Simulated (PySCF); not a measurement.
TTF, C₆H₄S₄.
SMILES with atom numbers: `[CH:1]1=[CH:2][S:3][C:4](=[C:5]2[S:6][CH:7]=[CH:8][S:9]2)[S:10]1` (hydrogens: H11 on C1; H12 on C2; H13 on C7; H14 on C8)

Structure optimised with GFN2-xTB, isolated species.

Q: List the bond lengths, angles and torsions at this level.

A: 
| bond | length (bohr) |
| --- | --- |
| C1=C2, C7=C8 | 2.513 |
| S3–C4 and 3 like bonds | 3.340 |
| C4=C5 | 2.539 |
| C1–S10 and 3 like bonds | 3.295 |
| C1–H11 and 3 like bonds | 2.030 |

Bonds in one row agree within 0.02 bohr and their mean is given. A selection of angles:
| angle | degrees |
| --- | --- |
| C2–C1–S10 | 118.1 |
| C2–C1–H11 | 125.4 |
| S10–C1–H11 | 116.4 |
| C2–S3–C4 | 94.6 |
| S3–C4–C5 | 122.7 |
| S3–C4–S10 | 114.5 |

Torsions: S10–C1–C2–S3 0° (synperiplanar); C1–C2–S3–C4 0° (synperiplanar); C2–S3–C4–C5 180° (antiperiplanar); S3–C4–C5–S6 0° (synperiplanar); C4–C5–S6–C7 180° (antiperiplanar); C5–S6–C7–C8 0° (synperiplanar); S6–C7–C8–S9 0° (synperiplanar); C7–C8–S9–C5 0° (synperiplanar); S3–C4–S10–C1 0° (synperiplanar); C2–C1–S10–C4 0° (synperiplanar); C4–C5–S9–C8 180° (antiperiplanar).

The 5-membered ring C1–C2–S3–C4–S10 has internal angles of 94.6° to 118.1°; it is planar, 0.00 Å rms from its mean plane, widest ring torsion 0°. The 5-membered ring C5–S6–C7–C8–S9 has internal angles of 94.6° to 118.2°; it is planar, 0.00 Å rms from its mean plane, widest ring torsion 0°. The 8 C–S bonds span 1.743 Å (C1–S10, drawn single) to 1.768 Å (C5–S6, drawn single), a spread of 0.025 Å. The 10 heavy atoms lie in one plane (0.001 Å rms).

Point group: D2h (tolerance 0.08 Å). No GFN2-xTB frequencies stand behind this structure, so it isn't proved a minimum.

All values are computed, not measured.
